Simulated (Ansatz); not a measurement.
**Li2− (doublet): from Hartree-Fock to the top rungs, aug-cc-pVTZ**

Aim: climb from Hartree-Fock through coupled cluster for Li2− (doublet) at one geometry and basis, and see what each rung misses.

Computed with Ansatz 0.2.0, Gaussian basis. Level: aug-cc-pVTZ, core rule «outside noble gas», up to 2 orbitals frozen.

The runs, in order: UHF; CCSD(T) on ROHF; CCSD(T) on UHF; BCCD(T) on ROHF; CCSDT on ROHF; CCSDT on UHF; Full CI; Full CI, several states.

21 further runs of the same task are left out: 5 for a known fault of the program, 5 that didn't finish, 11 set aside as unsound or not needed.

### Step 1. The geometry

The geometry is a PBE0/def2-TZVPD stationary point (not a proven minimum).

2 atoms, charge -1, spin multiplicity 2.

Atoms are counted from 1 here; the program's logs count them from 0.

No contacts short enough for the rule that draws bonds.

### Step 2. UHF

File in.yaml:

```yaml
crystal:
  periodic: [false, false, false]
  atoms:
    - {symbol: Li, position_ang: [0.000000, 0.000000, 0.000000]}
    - {symbol: Li, position_ang: [0.000000, 0.000000, 3.117600]}
basis:
  gaussian: {orbitals: aug-cc-pVTZ}
total_charge: -1
magnetization: {spin_polarized: true, initial_magnetization: 1}
hamiltonian: {xc: hf}
output: {orbitals: {seedname: orbitals}}
```

On the command line:

```console
ansatz run in.yaml --threads 1 --pin off --events-out ev --progress --plain --max-ram 2393MiB
```

The runs that follow: CCSD(T) on ROHF; CCSD(T) on UHF; BCCD(T) on ROHF; CCSDT on ROHF; CCSDT on UHF; Full CI; Full CI, several states.

Before running them: what should the planned runs give, taken together? Wanted: FCI below the RHF energy; RMP2 from FCI; UMP2 from FCI; RCCSD from FCI; RCCSD(T) from FCI; UCCSD(T) from FCI; T1 diagnostic; effectively unpaired electrons.

**Answer**, as computed:

```
                         quantity                                               value
         FCI below the RHF energy                                          -1.1752 eV
                    RMP2 from FCI                                          +414.3 meV
                    UMP2 from FCI                                          +484.7 meV
                   RCCSD from FCI                                           +68.7 meV
                RCCSD(T) from FCI                                           +18.6 meV
                UCCSD(T) from FCI                                           +18.0 meV
levels within 1 kcal/mol (43 meV)  UCCSD, RCCSD(T), UCCSD(T), BCCD(T), RCCSDT, UCCSDT
                    T1 diagnostic                                               0.080
   effectively unpaired electrons                                                1.27
```

RCCSD(T) misses by +18.6 meV, 1.6 % of the correlation energy. The occupations show some static correlation. Coupled cluster took another determinant than the lowest Hartree-Fock one. The next state among those solved, a doublet, lies 0.58 eV up. These misses are within one basis, not against nature; the frozen cores of restricted and unrestricted runs differ, which can shift their rows.
